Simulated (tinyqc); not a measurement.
UHF in the sto-3g basis, for CH, spin multiplicity 4, step by step. One step of it, computed by the program tinyqc.

Problem. Iteration 3: building the Fock matrix. J_ij = sum D_kl (ij|kl) with D = D(alpha) + D(beta), K_ij = sum D_kl (ik|jl) for each spin; F = H + J - K(s); E = tr D H + tr D J / 2 - 0.5 sum_s tr D(s) K(s) + E_nn.

D(alpha) after iteration 2:
```
,1C 1s,1C 2s,1C 2px,1C 2py,1C 2pz,2H 1s
1C 1s,1.065145,-0.262420,0.000000,0.000000,0.017934,-0.006626
1C 2s,-0.262420,1.057445,0.000000,0.000000,-0.075589,0.013254
1C 2px,0.000000,0.000000,1.000000,0.000000,0.000000,0.000000
1C 2py,0.000000,0.000000,0.000000,1.000000,0.000000,0.000000
1C 2pz,0.017934,-0.075589,0.000000,0.000000,0.591041,0.425805
2H 1s,-0.006626,0.013254,0.000000,0.000000,0.425805,0.311147
```

D(beta) after iteration 2:
```
,1C 1s,1C 2s,1C 2px,1C 2py,1C 2pz,2H 1s
1C 1s,1.050216,-0.204656,0.000000,0.000000,-0.020219,-0.093332
1C 2s,-0.204656,0.834079,0.000000,0.000000,0.074708,0.341986
1C 2px,0.000000,0.000000,0.000000,0.000000,0.000000,0.000000
1C 2py,0.000000,0.000000,0.000000,0.000000,0.000000,0.000000
1C 2pz,-0.020219,0.074708,0.000000,0.000000,0.006695,0.030649
2H 1s,-0.093332,0.341986,0.000000,0.000000,0.030649,0.140308
```

core Hamiltonian H = T + V (hartree):
```
,1C 1s,1C 2s,1C 2px,1C 2py,1C 2pz,2H 1s
1C 1s,-18.004584,-4.338462,0.000000,0.000000,-0.004242,-0.090612
1C 2s,-4.338462,-4.960469,0.000000,0.000000,-0.049482,-0.340122
1C 2px,0.000000,0.000000,-3.906166,0.000000,0.000000,0.000000
1C 2py,0.000000,0.000000,0.000000,-3.906166,0.000000,0.000000
1C 2pz,-0.004242,-0.049482,0.000000,0.000000,-3.927966,-0.380496
2H 1s,-0.090612,-0.340122,0.000000,0.000000,-0.380496,-1.924163
```

Two-electron integrals (ij|kl) in chemists' order, unique and non-zero (hartree):
```
i,j,k,l,(ij|kl)
1,1,1,1,3.541948
2,1,1,1,0.576921
2,1,2,1,0.111888
2,2,1,1,0.854682
2,2,2,1,0.205284
2,2,2,2,0.624709
3,1,3,1,0.020296
3,2,3,1,0.030858
3,2,3,2,0.137996
3,3,1,1,0.852436
3,3,2,1,0.205335
3,3,2,2,0.624568
3,3,3,3,0.672833
4,1,4,1,0.020296
4,2,4,1,0.030858
4,2,4,2,0.137996
4,3,4,3,0.036269
4,4,1,1,0.852436
4,4,2,1,0.205335
4,4,2,2,0.624568
4,4,3,3,0.600295
4,4,4,4,0.672833
5,1,5,1,0.020296
5,2,5,1,0.030858
5,2,5,2,0.137996
5,3,5,3,0.036269
5,4,5,4,0.036269
5,5,1,1,0.852436
5,5,2,1,0.205335
5,5,2,2,0.624568
5,5,3,3,0.600295
5,5,4,4,0.600295
5,5,5,5,0.672833
6,1,1,1,0.011877
6,1,2,1,0.002295
6,1,2,2,0.004223
6,1,3,3,0.004210
6,1,4,4,0.004210
6,1,5,1,0.000154
6,1,5,2,0.000289
6,1,5,5,0.004249
6,1,6,1,0.000048
6,2,1,1,0.046315
6,2,2,1,0.011361
6,2,2,2,0.040653
6,2,3,3,0.039607
6,2,4,4,0.039607
6,2,5,1,0.001078
6,2,5,2,0.008775
6,2,5,5,0.042702
6,2,6,1,0.000245
6,2,6,2,0.004556
6,3,3,1,0.000874
6,3,3,2,0.005292
6,3,5,3,0.001565
6,3,6,3,0.000419
6,4,4,1,0.000874
6,4,4,2,0.005292
6,4,5,4,0.001565
6,4,6,4,0.000419
6,5,1,1,0.051200
6,5,2,1,0.012668
6,5,2,2,0.047569
6,5,3,3,0.045601
6,5,4,4,0.045601
6,5,5,1,0.001760
6,5,5,2,0.013618
6,5,5,5,0.051450
6,5,6,1,0.000280
6,5,6,2,0.006177
6,5,6,5,0.008639
6,6,1,1,0.242925
6,6,2,1,0.060330
6,6,2,2,0.242494
6,6,3,3,0.235546
6,6,4,4,0.235546
6,6,5,1,0.004231
6,6,5,2,0.048762
6,6,5,5,0.256289
6,6,6,1,0.001290
6,6,6,2,0.040654
6,6,6,5,0.061052
6,6,6,6,0.774606
```

nuclear repulsion = 1.45778846 hartree

Give: Coulomb J; exchange K(alpha); exchange K(beta); F(alpha); F(beta); total energy of this density.

Solution.

Coulomb J (hartree):
```
,1C 1s,1C 2s,1C 2px,1C 2py,1C 2pz,2H 1s
1C 1s,10.9716,2.0840,0.0000,0.0000,0.0041,0.0429
1C 2s,2.0840,4.6013,0.0000,0.0000,0.0402,0.2962
1C 2px,0.0000,0.0000,4.6000,0.0000,0.0000,0.0000
1C 2py,0.0000,0.0000,0.0000,4.6000,0.0000,0.0000
1C 2pz,0.0041,0.0402,0.0000,0.0000,4.5877,0.3482
2H 1s,0.0429,0.2962,0.0000,0.0000,0.3482,1.9744
```

exchange K(alpha) (hartree):
```
,1C 1s,1C 2s,1C 2px,1C 2py,1C 2pz,2H 1s
1C 1s,3.6409,0.6584,0.0000,0.0000,0.0003,0.0161
1C 2s,0.6584,1.0394,0.0000,0.0000,-0.0268,0.0949
1C 2px,0.0000,0.0000,0.8835,0.0000,0.0000,0.0000
1C 2py,0.0000,0.0000,0.0000,0.8835,0.0000,0.0000
1C 2pz,0.0003,-0.0268,0.0000,0.0000,0.6684,0.1710
2H 1s,0.0161,0.0949,0.0000,0.0000,0.1710,0.3038
```

exchange K(beta) (hartree):
```
,1C 1s,1C 2s,1C 2px,1C 2py,1C 2pz,2H 1s
1C 1s,3.5765,0.5804,0.0000,0.0000,-0.0001,0.0104
1C 2s,0.5804,0.5823,0.0000,0.0000,0.0728,0.1234
1C 2px,0.0000,0.0000,0.1276,0.0000,0.0000,0.0000
1C 2py,0.0000,0.0000,0.0000,0.1276,0.0000,0.0000
1C 2pz,-0.0001,0.0728,0.0000,0.0000,0.1416,0.0467
2H 1s,0.0104,0.1234,0.0000,0.0000,0.0467,0.1447
```

F(alpha) (hartree):
```
,1C 1s,1C 2s,1C 2px,1C 2py,1C 2pz,2H 1s
1C 1s,-10.6739,-2.9129,0.0000,0.0000,-0.0004,-0.0638
1C 2s,-2.9129,-1.3986,0.0000,0.0000,0.0176,-0.1388
1C 2px,0.0000,0.0000,-0.1896,0.0000,0.0000,0.0000
1C 2py,0.0000,0.0000,0.0000,-0.1896,0.0000,0.0000
1C 2pz,-0.0004,0.0176,0.0000,0.0000,-0.0087,-0.2033
2H 1s,-0.0638,-0.1388,0.0000,0.0000,-0.2033,-0.2536
```

F(beta) (hartree):
```
,1C 1s,1C 2s,1C 2px,1C 2py,1C 2pz,2H 1s
1C 1s,-10.6095,-2.8348,0.0000,0.0000,0.0000,-0.0580
1C 2s,-2.8348,-0.9415,0.0000,0.0000,-0.0820,-0.1674
1C 2px,0.0000,0.0000,0.5662,0.0000,0.0000,0.0000
1C 2py,0.0000,0.0000,0.0000,0.5662,0.0000,0.0000
1C 2pz,0.0000,-0.0820,0.0000,0.0000,0.5181,-0.0790
2H 1s,-0.0580,-0.1674,0.0000,0.0000,-0.0790,-0.0944
```

total energy of this density = -37.479740 hartree
